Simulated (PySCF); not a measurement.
Gas-phase reaction: 2 H2S + C4H8 (isobutene) ⇌ CS2 + 3 CH4

Energies from PySCF, thermal terms from the rigid-rotor harmonic-oscillator model, ideal gas at 1 bar. Table values come from the NASA 1993 polynomials. † marks an energy on the PBE0/def2-TZVP geometry and frequencies. All species are closed-shell singlets. B3LYP is the form with VWN-RPA correlation.

Levels: a) ωB97X-V/def2-TZVP†; b) B3LYP/def2-TZVP†; c) BLYP/def2-TZVP†; d) M06-2X/def2-TZVP†.

### Question
Order the levels by the distance of their ΔH°(298 K) from the table for this reaction, closest first.

### Answer
d (-4 kJ), a (+20 kJ), b (-36 kJ), c (-68 kJ)

The table gives -49 kJ. The order holds for this reaction alone, and for the 1993 entries, some of which have been revised since.
